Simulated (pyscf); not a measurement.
Optimised with ωB97X-D3(BJ)/def2-SVP in PySCF.

For HCl (SMILES Cl) + H₃Si–Ta(Cl)(Cl)(Cl)–Cl (SMILES [SiH3][Ta]([Cl])([Cl])([Cl])[Cl]) → Cl–Ta(Cl)(Cl)(Cl)–Cl (SMILES [Cl][Ta]([Cl])([Cl])([Cl])[Cl]) + SiH₄ (SMILES [SiH4]), a four-centre exchange (singlet surface; Cl–H, Si–Ta broken, Cl–Ta, H–Si formed), PBE/def2-TZVP gives ΔE‡ = 3.8 kcal/mol and ΔE = -29.3 kcal/mol (zero: the separated reactants). In which direction and how far do B3LYP-D3(BJ)/def2-TZVP, M06-2X/def2-TZVP, ωB97M-D3(BJ)/def2-TZVP move these?

B3LYP-D3(BJ): ΔE‡ = 6.0 kcal/mol, ΔE = -29.9 kcal/mol; M06-2X: ΔE‡ = 9.1 kcal/mol, ΔE = -27.9 kcal/mol; ωB97M-D3(BJ): ΔE‡ = 8.8 kcal/mol, ΔE = -28.6 kcal/mol. PBE's barrier lies under all of them, by 2.2 to 5.3 kcal/mol. Its reaction energy lies among theirs. Low barriers are usual for a GGA, whose delocalisation error favours stretched bonds. On the reactant side the descent ends in an adduct with a Cl–Ta contact, 4.6 kcal/mol under the separated species and 8.7 kcal/mol under the saddle at ωB97X-D3(BJ)/def2-TZVP. On the product side the descent ends in an adduct with a H–Ta contact, 5.2 kcal/mol under the separated species and 35.8 kcal/mol under the saddle at ωB97X-D3(BJ)/def2-TZVP. What is counted as formed (Cl–Ta) is already present as a longer contact in the reactant adduct; forming that adduct is a step of its own. At ωB97X-D3(BJ) the barrier from the zero used here is 4.2 kcal/mol. One saddle was located; it need not be the lowest between these sides. Elements past Kr carry the def2 core potentials, without spin-orbit coupling.
